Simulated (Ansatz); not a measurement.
Results of LDA (Ansatz, an electronic-structure program, plane waves, PAW) for rock-salt TiN.

Settings: plane-wave cutoff 520 eV, 22×22×22 k mesh, Fermi–Dirac smearing 0.05 eV, no spin polarisation, scalar-relativistic PAW data made under PBE.

A third-order Birch–Murnaghan fit to the energies gives V0 = 9.075 Å³/atom, B0 = 320 GPa, B′ = 4.2.

| V (Å³/atom) | P (GPa) |
|---|---|
| 8.531 | (withheld) |
| 8.712 | (withheld) |
| 8.894 | (withheld) |
| 9.075 | -0.01 |
| 9.257 | -6.08 |
| 9.438 | -11.55 |
| 9.620 | (withheld) |

**Question.** Estimate the withheld pressures from this fit; the answers are the runs' own values.

**Answer.** 
- 8.531, P (GPa): 22.52
- 8.712, P (GPa): 14.21
- 8.894, P (GPa): 6.73
- 9.620, P (GPa): -16.47

The formula P = (3/2) B0 (x^(7/3) − x^(5/3)) [1 + (3/4)(B′ − 4)(x^(2/3) − 1)] with x = V0/V meets the computed pressures within 0.05 GPa when these rounded values are put in.

Measured, for comparison: bulk modulus 288 GPa (temperature not stated, no zero-point or thermal correction; as tabulated in Krasnenko and Brik (2013), arXiv:1306.3139); equilibrium volume per atom 9.52 Å³/atom (temperature not stated, no zero-point or thermal correction; as tabulated in Zhang et al. (2018), doi:10.1088/1367-2630/aac7f0). Computed (rounded) less measured: bulk modulus +11 %, equilibrium volume per atom -4.6 %.

The computed numbers hold no vibrational or temperature effects.

The result took about 40 core-seconds (a rough figure).
